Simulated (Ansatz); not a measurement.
hcp Hf was calculated with PBE (Ansatz, a quantum-chemistry and plane-wave program, PAW).

Settings: plane-wave cutoff 520 eV, 24×24×14 k mesh (along the axes of the cell as run), Fermi–Dirac smearing 0.038 eV (set by the program), scalar-relativistic PAW data made under PBE.

Cell (measured lattice):

```cif
data_Hf2
_chemical_formula_sum 'Hf2'
_space_group_name_H-M_alt 'P 1'
_space_group_IT_number 1
_cell_length_a 3.19420
_cell_length_b 3.19420
_cell_length_c 5.05120
_cell_angle_alpha 90.000
_cell_angle_beta 90.000
_cell_angle_gamma 120.000
loop_
_space_group_symop_operation_xyz
  'x, y, z'
loop_
_atom_site_label
_atom_site_type_symbol
_atom_site_fract_x
_atom_site_fract_y
_atom_site_fract_z
_atom_site_occupancy
Hf1 Hf 0.66667 0.33333 0.75000 1
Hf2 Hf 0.33333 0.66667 0.25000 1
```

What does this level give for the Poisson ratio, Voigt–Reuss–Hill shear modulus (Hill average), Voigt–Reuss–Hill bulk modulus and Young modulus?


* **Poisson ratio**: 0.280
* **Voigt–Reuss–Hill shear modulus (Hill average)**: 57.1 GPa
* **Voigt–Reuss–Hill bulk modulus**: 111 GPa
* **Young modulus**: 146 GPa

Note: the cell isn't this level's own, so it is under some stress, which shifts stiffness and frequencies.

Elastic constants are with the ions relaxed.

Spin–orbit coupling is not included.

The computed numbers hold no vibrational or temperature effects.

The result took about 40 core-minutes (a rough figure).
